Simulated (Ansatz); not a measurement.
# SiF+ (singlet): wave-function methods side by side, cc-pVTZ

An exercise on one series of results from a longer session: the logs are not shown, and one member is left open.

Computed with Ansatz 0.2.0, Gaussian basis. Level: cc-pVTZ, core rule «outside noble gas», up to 6 orbitals frozen.

To be run: UHF; CCSD(T) on RHF; BCCD(T) on RHF; CISD; CCSDT(Q) on RHF.

19 further runs of the same task are left out: 6 for a known fault of the program, 7 that didn't finish, 6 set aside as unsound or not needed.

## The system

The geometry is a PBE0/def2-TZVP stationary point (not a proven minimum) of the parent state, kept for this charge and spin.

2 atoms, charge 1, spin multiplicity 1.

Atoms are counted from 1 here; the program's logs count them from 0.

Bond lengths: Si1–F2 1.555 Å.

Set-up of the first run:

The input, in.yaml:

```yaml
crystal:
  periodic: [false, false, false]
  atoms:
    - {symbol: Si, position_ang: [0.000000, 0.000000, 0.000000]}
    - {symbol: F, position_ang: [0.000000, 0.000000, 1.554800]}
basis:
  gaussian: {orbitals: cc-pVTZ}
total_charge: 1
magnetization: {spin_polarized: true, initial_magnetization: 0}
hamiltonian: {xc: hf}
output: {orbitals: {seedname: orbitals}}
```

Launch:

```
$ ansatz run in.yaml --threads 1 --pin off --events-out ev --progress --plain --max-ram 2393MiB
```

Steps of the session up to this table: UHF; CCSD(T) on RHF; BCCD(T) on RHF; CISD; CCSDT(Q) on RHF.

One table of the session follows, with a row left open; its other results are not shown here.

```
   method  from RCCSDT(Q) (kcal/mol)
      RHF                          ?
     RMP2                     +13.30
     CISD                     +20.74
    RCCSD                      +7.31
 RCCSD(T)                      +0.48
  BCCD(T)                      +0.35
   RCCSDT                      +0.32
RCCSDT(Q)                          0
```

Estimate the missing values for RHF.

The run gave: from RCCSDT(Q) (kcal/mol): +215.38. In the column «from RCCSDT(Q) (kcal/mol)» it is the highest.
